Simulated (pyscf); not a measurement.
A first-order saddle from PySCF, ωB97X-D3(BJ)/def2-SVP:

```xyz
12

Ag     0.1129     2.2554    -0.3584
O      0.8669    -0.2355     0.8826
C     -0.1993     0.1611     0.2237
C     -1.2467     0.6151     1.1068
C     -0.6097    -0.6728    -0.9776
H      0.1083    -0.8121     1.8135
H     -0.8569    -0.7534     2.0541
H     -0.9816     1.2125     1.9819
H     -2.2893     0.6813     0.7668
H     -0.8872    -1.6752    -0.5987
H     -1.4674    -0.2466    -1.5216
H      0.2346    -0.8019    -1.6700
```
Charge 0, spin multiplicity 1.

Surface: singlet, charge 0. Lowest wavenumbers (cm⁻¹): 1671i, 113, 166, 238, 246.

**Question.** Name the species on either side of this saddle.

**Answer.** H₃C–C(CH₃)(OH)–Ag ⇌ H₃C–C(=O)–CH₂–Ag + hydrogen (H₂), a multi-bond step read from left to right: Ag–C, H–O, C–H broken and Ag–C, H–H formed. At ωB97M-D3(BJ)/def2-TZVP it lies +2.75 eV from the left side and +2.41 eV from the right (each side as separated species at their lowest minima found). The products may also form a dative adduct at H₃C–C(=O)–CH₂–Ag; it and routes through it were not searched. From the product side, •H₂C–C(CH₃)=O + Ag• + H₂ lies, by one bond made or cut, 0.57 eV under this saddle at ωB97M-D3(BJ). H₃C–C(CH₃)(OH)–Ag lies 0.25 eV over its isomer H₃C–CH(CH₃)–O–Ag (electronic energy, ωB97M-D3(BJ)). This is the saddle that the search found; another between the same sides may lie lower. Elements past Kr carry the def2 core potentials, without spin-orbit coupling.
